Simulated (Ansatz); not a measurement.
Relaxation of H$_{3}$O (4 atoms, charge 0, multiplicity 2), to a largest force component of 0.03 eV/Å in at most 50 steps.

The calculation used Ansatz, UKS PBE/def2-TZVP.

```xyz
4
Properties=species:S:1:pos:R:3
H 0.679 -0.771 -0.374
H 1.364 -0.675 -0.288
O -1.229 0.384 0.040
H -0.814 1.062 0.623
```

Problem. Where does it end, and by what steps?

Solution. The run converged. The force dipped under the threshold on the way, but the program's further checks kept it going. After 22 steps the energy has fallen by 0.810 eV; H1 moved furthest, 1.09 Å. Parted: H1–H2. Joined: H1–O3.

```tsv
step	energy less start (eV)	largest force component (eV/Å)	accepted
0	0.0000	2.392	yes
1	-0.0726	0.341	yes
2	-0.0923	0.213	yes
3	-0.1431	0.577	yes
4	-0.1672	0.940	yes
5	-0.2381	1.066	yes
6	-0.3290	1.248	yes
7	-0.4249	1.275	yes
8	-0.5216	1.136	yes
9	-0.5908	0.691	yes
10	-0.6871	0.868	yes
11	-0.7349	1.607	yes
12	-0.7699	0.889	yes
13	-0.8027	0.203	yes
14	-0.8027	0.359	no
15	-0.8059	0.032	yes
16	-0.8088	0.023	yes
17	-0.8083	0.230	no
18	-0.8094	0.033	yes
19	-0.8096	0.068	yes
20	-0.8098	0.002	yes
21	-0.8096	0.119	no
22	-0.8098	0.019	yes
```

```xyz
4
Properties=species:S:1:pos:R:3
H -0.238 -0.301 -0.029
H 2.097 -0.921 -0.549
O -1.037 0.253 -0.020
H -0.822 0.970 0.599
```

The run took 17 s on 1 thread of AMD EPYC 7R43 64-Core Processor (Zen 3), on a shared host, peak memory 0.11 GiB.
